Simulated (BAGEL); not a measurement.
# CHF2O (SMILES [O]C(F)F): UHF/6-31G(d) (density fitting with qzvpp-jkfit, spherical functions)

What is the vertical ionisation energy of CHF2O at UHF/6-31G* (density fitting with qzvpp-jkfit, spherical functions)? 

The results are computed with BAGEL 1.2.2.

1 further run of the same task is left out (it didn't finish).

### 1 The system as given

The species is CHF2O (5 atoms), meant as a doublet with charge 0. As SMILES, `[O]C(F)F`. The shape is that of a PBE0-D4/def2-TZVP optimisation.

Bond lengths: O1–C2 1.320 Å, C2–F3 1.347 Å, C2–F4 1.347 Å, C2–H5 1.113 Å. Angles: O1–C2–F3 113.9°, O1–C2–F4 113.9°, F3–C2–F4 106.7°, O1–C2–H5 103.3°, F3–C2–H5 109.5°, F4–C2–H5 109.5°.

### 2 A single-point energy at UHF/6-31G(d) (density fitting with qzvpp-jkfit, spherical functions)

File calc.json:

```json
{ "bagel": [

{
  "title": "molecule",
  "basis": "6-31gs.json",
  "df_basis": "qzvpp-jkfit",
  "angstrom": true,
  "geometry": [
    { "atom": "O", "xyz": [   -0.541600,   -0.387700,    1.137900 ] },
    { "atom": "C", "xyz": [    0.011000,    0.001200,    0.004100 ] },
    { "atom": "F", "xyz": [    1.102700,   -0.708000,   -0.342800 ] },
    { "atom": "F", "xyz": [   -0.825400,   -0.034200,   -1.051500 ] },
    { "atom": "H", "xyz": [    0.303300,    1.055000,    0.210800 ] }
  ]
},
{ "title": "uhf", "nopen": 1 },
{ "title": "print", "file": "orbitals.molden", "orbitals": true }

]}
```

The basis set 6-31G* is read from a file made from the Basis Set Exchange's data (not shown).

Started as:

```
BAGEL_NUM_THREADS=1 BAGEL calc.json > calc.out
```

The program printed:

```text
* using 1 threads per process

  ===============================================================
  ===============================================================

  *** Geometry ***

  { "atom" : "O", "xyz" : [     -1.023476,     -0.732647,      2.150319 ] },
  { "atom" : "C", "xyz" : [      0.020787,      0.002268,      0.007748 ] },
  { "atom" : "F", "xyz" : [      2.083801,     -1.337926,     -0.647798 ] },
  { "atom" : "F", "xyz" : [     -1.559780,     -0.064629,     -1.987047 ] },
  { "atom" : "H", "xyz" : [      0.573154,      1.993661,      0.398354 ] },

  Number of auxiliary basis functions:      324

  Since a DF basis is specified, we compute 2- and 3-index integrals:
    o Being stored without compression. Storage requirement is 0.009 GB

  Number of basis functions:       58
  Number of electrons      :       33

    * METHOD: MOLECULE                             0.07

  *** Open-shell HF ***

  === Nuclear Repulsion ===
   125.3716852213

      * DIIS with orbital gradients will be used.

  === UHF iteration (6-31gs.json) ===
      0       -311.78636667          0.06718847           0.03
      1       -311.98160438          0.04864596           0.03
      2       -312.07747704          0.02853466           0.03
      3       -312.12723024          0.00462413           0.03
      4       -312.13690701          0.00179336           0.03
      5       -312.13833770          0.00120449           0.03
      6       -312.13899470          0.00074361           0.03
      7       -312.13942307          0.00040401           0.03
      8       -312.13956402          0.00016451           0.03
      9       -312.13958239          0.00005342           0.03
     10       -312.13958384          0.00002080           0.03
     11       -312.13958414          0.00000813           0.03
     12       -312.13958418          0.00000348           0.03
     13       -312.13958420          0.00000178           0.03
     14       -312.13958420          0.00000126           0.03
     15       -312.13958421          0.00000087           0.03
     16       -312.13958421          0.00000046           0.03
     17       -312.13958421          0.00000023           0.03
     18       -312.13958421          0.00000010           0.03
     19       -312.13958421          0.00000005           0.03
     20       -312.13958421          0.00000003           0.03
     21       -312.13958421          0.00000002           0.03
     22       -312.13958421          0.00000002           0.03
     23       -312.13958421          0.00000002           0.03
     24       -312.13958421          0.00000002           0.03
     25       -312.13958421          0.00000002           0.03
     26       -312.13958421          0.00000001           0.03
     27       -312.13958421          0.00000001           0.03
    * SCF iteration converged.

    * S^2 (UHF) is 0.7571

    * Permanent dipole moment:
           (   -0.121514,    -0.549233,    -0.191508) a.u.

    * METHOD: UHF                                  0.97

    * METHOD: PRINT                                0.01

  ===============================================================
```

It took 1.2 s on 1 thread of Arm Neoverse V2, shared host; peak memory 0.082 GiB.

### 3 The singlet cation

File input.json:

```json
{ "bagel": [

{
  "title": "molecule",
  "basis": "6-31gs.json",
  "df_basis": "qzvpp-jkfit",
  "angstrom": true,
  "geometry": [
    { "atom": "O", "xyz": [      -0.541600,      -0.387700,       1.137900 ] },
    { "atom": "C", "xyz": [       0.011000,       0.001200,       0.004100 ] },
    { "atom": "F", "xyz": [       1.102700,      -0.708000,      -0.342800 ] },
    { "atom": "F", "xyz": [      -0.825400,      -0.034200,      -1.051500 ] },
    { "atom": "H", "xyz": [       0.303300,       1.055000,       0.210800 ] }
  ]
},

{ "title": "hf", "charge": 1 },

{ "title": "print", "file": "orbitals.molden", "orbitals": true }

]}
```

The basis set 6-31G* is read from a file made from the Basis Set Exchange's data (not shown).

Started as:

```
BAGEL_NUM_THREADS=1 BAGEL input.json > input.out
```

The program printed:

```text
* using 1 threads per process

  ===============================================================
  ===============================================================

  *** Geometry ***

  { "atom" : "O", "xyz" : [     -1.023476,     -0.732647,      2.150319 ] },
  { "atom" : "C", "xyz" : [      0.020787,      0.002268,      0.007748 ] },
  { "atom" : "F", "xyz" : [      2.083801,     -1.337926,     -0.647798 ] },
  { "atom" : "F", "xyz" : [     -1.559780,     -0.064629,     -1.987047 ] },
  { "atom" : "H", "xyz" : [      0.573154,      1.993661,      0.398354 ] },

  Number of auxiliary basis functions:      324

  Since a DF basis is specified, we compute 2- and 3-index integrals:
    o Being stored without compression. Storage requirement is 0.009 GB

  Number of basis functions:       58
  Number of electrons      :       33

    * METHOD: MOLECULE                             0.07

  *** RHF ***

  === Nuclear Repulsion ===
   125.3716852213

      * DIIS with orbital gradients will be used.

  === RHF iteration (6-31gs.json) ===
      0       -311.22578922          0.04056344           0.02
      1       -311.40895455          0.03048001           0.02
      2       -311.57303078          0.00396212           0.02
      3       -311.58575379          0.00274045           0.02
      4       -311.58967381          0.00141548           0.02
      5       -311.59275900          0.00076409           0.02
      6       -311.59373854          0.00042097           0.01
      7       -311.59402923          0.00023262           0.01
      8       -311.59413078          0.00010471           0.01
      9       -311.59414581          0.00004364           0.02
     10       -311.59414693          0.00002025           0.01
     11       -311.59414715          0.00000681           0.02
     12       -311.59414717          0.00000323           0.02
     13       -311.59414718          0.00000138           0.02
     14       -311.59414718          0.00000067           0.02
     15       -311.59414718          0.00000048           0.02
     16       -311.59414718          0.00000024           0.02
     17       -311.59414719          0.00000011           0.01
     18       -311.59414719          0.00000004           0.02
     19       -311.59414719          0.00000002           0.02
     20       -311.59414719          0.00000001           0.01
     21       -311.59414719          0.00000001           0.02
     22       -311.59414719          0.00000001           0.02
     23       -311.59414719          0.00000001           0.01
    * SCF iteration converged.

    * Permanent dipole moment:
           (    0.186191,    -0.857526,    -1.321837) a.u.

    * METHOD: HF                                   0.43

    * METHOD: PRINT                                0.01

  ===============================================================
```

It took 0.66 s on 1 thread of Arm Neoverse V2, shared host; peak memory 0.082 GiB.

### 4 Summary of results

At UHF/6-31G* (density fitting with qzvpp-jkfit, spherical functions):

| quantity | value |
| --- | --- |
| doublet CHF2O: total energy | -312.13958 Eh |
| doublet CHF2O: dipole moment | 1.51 D |
| doublet CHF2O: ⟨S²⟩ | 0.757 |
| singlet cation: total energy | -311.59415 Eh |
| singlet cation: HOMO energy | -24.49 eV |
| singlet cation: LUMO energy | -12.30 eV |
| singlet cation: HOMO–LUMO gap | 12.20 eV |
| vertical ionisation energy (to the singlet cation) | 14.842 eV |

Removing an electron at fixed nuclei costs 14.84 eV (342 kcal/mol). Only the singlet of the ionised species was computed; a triplet could lie lower.
